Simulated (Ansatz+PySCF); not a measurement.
Results of a calculation; reference values are marked as such.
## Several solutions for singlet LiF

```xyz
2

Li    0.0000    0.0000   -2.2979
F     0.0000    0.0000    0.7660
```

Basis set: STO-3G (spherical functions). Charge 0, multiplicity 1.

UHF was run from several starts with Ansatz (development build ahead of 0.2.0) and PySCF 2.14.0.

```
run  program                                 start  converged  energy (hartree)  <S²>
  A    PySCF  guess huckel, instabilities followed        yes        -105.30747  1.00
  B   Ansatz               atomic start, no search        yes        -105.15655  0.00
  C    PySCF                      program defaults        yes        -105.15655  0.00
  D    PySCF   guess minao, instabilities followed        yes        -105.30747  1.00
  E    PySCF    guess atom, instabilities followed        yes        -105.30747  1.00
  F   Ansatz               stability test followed        yes        -105.30747  1.00
  G    PySCF      guess 1e, instabilities followed        yes        -105.30747  1.00
  H   Ansatz           search for the lowest state        yes        -105.30747  1.00
```

Which runs reached the lowest solution of this kind, and what is wrong with the others?

A, D, E, F, G, H reached the lowest solution found. Converged but too high: B by 4.11 eV, C by 4.11 eV. Convergence only shows a stationary point, and even a stable one can lie too high; stability tests and further starts are what find lower ones. Caution: the unrestricted determinant is a mixture of spin states.
